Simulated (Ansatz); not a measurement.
## Ansatz (development build ahead of 0.2.0) run

```yaml
crystal:
  periodic: [false, false, false]
  atoms:
    - { symbol: C, position_ang: [0.0515, 0.02767, -0.22903] }
    - { symbol: H, position_ang: [-0.04315, 1.0759, 0.64437] }
    - { symbol: H, position_ang: [0.05346, -1.0157, 0.62671] }
basis:
  gaussian: { orbitals: def2-SVP }
hamiltonian:
  xc: hf
```

The input is written out in the form of the current development build from the run's settings.

Output:

* Converged: yes
* Total energy: -38.79256 hartree
* Spin squared of the determinant: 0.000

Caution: stretched shape with no unrestricted run beside it, a lower state can exist; another spin multiplicity may lie lower.
